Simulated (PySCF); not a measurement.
**How far each method lies from full CI for [AlH₂···H···H], doublet**

All five atoms lie in one plane.

Geometry: a point of a hydrogen-transfer path between rigid fragments, not a stationary point.

| atom | x (Å) | y (Å) | z (Å) |
| --- | --- | --- | --- |
| Al | -0.0983 | 0.0000 | 0.0000 |
| H | -0.8912 | 1.3734 | 0.0000 |
| H | -0.8912 | -1.3734 | 0.0000 |
| H | 1.4876 | 0.0000 | 0.0000 |
| H | 2.9257 | 0.0000 | 0.0000 |

Basis 6-31G; PySCF 2.14.0. Correlated methods freeze the noble-gas cores, which leaves 7 electrons in 16 orbitals. R marks a restricted (for open shells ROHF) determinant, U an unrestricted one.

Full CI is exact within this basis and frozen core; it isn't the basis-set limit. The frozen core follows each run's orbitals, which can shift R against U totals by a few meV.

The UHF ⟨S²⟩ is 0.758. The T1 diagnostic (ROHF- or RHF-based CCSD) is 0.0197, the largest doubles amplitude (ROHF- or RHF-based CCSD) is 0.042 and the T1 diagnostic (UCCSD) is 0.0120.

```
   level  E − E(full CI) (meV)  share of correlation (%)  wall time
     RHF                  1733                      0.00          –
     UHF                  1686                      2.71          –
    RMP2                   536                     69.08          –
    UMP2                   525                     69.68          –
   RCCSD                    29                     98.32          –
   UCCSD                    29                     98.35          –
RCCSD(T)                    10                     99.40     0.22 s
UCCSD(T)                    10                     99.41     0.14 s
  RCCSDT                     1                     99.94      1.1 s
  UCCSDT                     1                     99.94      1.1 s
```

The correlation energy at full CI, counted from RHF, is -1.733 eV. The search over symmetries took 4.6 s on 1 thread of Arm Neoverse V2, shared host; the state has 272,520 determinants.

Times are those of the correlated step on a shared host, with one SCF added for the restricted CCSD run; they ran on 1 thread of Arm Neoverse V2.

The full-CI state has the irrep A1 of C2v, in the program's axes.

Natural occupations of full CI about the gap: 1.973 1.964 1.964 0.999 0.037 0.021 0.020 0.006 0.005 0.005; effectively unpaired electrons, Σ n²(2−n)², 1.02.
